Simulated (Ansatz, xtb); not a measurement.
**Two spin states of BHOSi**

We compare a, `O=B[SiH]`, a singlet, with b, `O=B[SiH]`, a triplet. Both are isolated molecules in the gas phase, relaxed with PBE0-D3(BJ)/pcseg-1; the shapes shown needn't be the lowest conformers.

a (Å):

| atom | x (Å) | y (Å) | z (Å) |
| --- | --- | --- | --- |
| B | 0.6218 | 0.5366 | -0.1617 |
| O | 1.3342 | 1.2795 | -0.7924 |
| Si | -0.5556 | -0.6261 | 1.0206 |
| H | -0.8182 | -1.5553 | -0.1614 |

b (Å):

```yaml
atoms:
  - { symbol: B, position_ang: [-0.2550, -0.5146, -0.4462] }
  - { symbol: O, position_ang: [-1.1069, -0.6358, 0.4008] }
  - { symbol: Si, position_ang: [1.0596, -0.3660, -1.8741] }
  - { symbol: H, position_ang: [2.3643, 0.3087, -1.6372] }
```

**Question.** Which of the two would you expect CCSD(T)/def2-TZVPP electronic energies to favour?

**Answer.** Structure a; the calculation gives E(b) − E(a) = +70.5 kJ/mol.

Level by level:

| level | geometry | E(b) − E(a) (kJ/mol) | departure from the last row (kJ/mol) | job, with rough time for the two |
| --- | --- | --- | --- | --- |
| PBE0-D3(BJ)/pcseg-1 | PBE0-D3(BJ)/pcseg-1 | +46.2 | −24.3 | optimisation, 70 s |
| HF/def2-TZVPP | PBE0-D3(BJ)/pcseg-1 | +4.8 | −65.7 | part of the CCSD(T) run |
| MP2/def2-TZVPP | PBE0-D3(BJ)/pcseg-1 | +56.7 | −13.8 | part of the CCSD(T) run |
| CCSD(T)/def2-TZVPP | PBE0-D3(BJ)/pcseg-1 | +70.5 |  | single point, 46 s |

The levels shown agree on the order. The largest departure from CCSD(T)/def2-TZVPP is that of HF/def2-TZVPP, 65.7 kJ/mol. Levels run at GFN2-xTB geometries aren't shown.

With harmonic frequencies from PBE0-D3(BJ)/pcseg-1 (ideal gas, rigid rotor, one conformer each, 298.15 K, 1 atm): on the last row, ΔE + ΔZPE = +71.8, ΔH = +71.5, ΔG = +70.1 kJ/mol.

The T1 diagnostic of structure a is large, so the coupled-cluster value is less sure. Open shells are spin-unrestricted. The correlated steps freeze 7 core orbitals. ΔG holds the spin degeneracy. Programs: Ansatz 0.2.0; the last row on 1 thread of AMD EPYC (Zen 3) on a shared host.
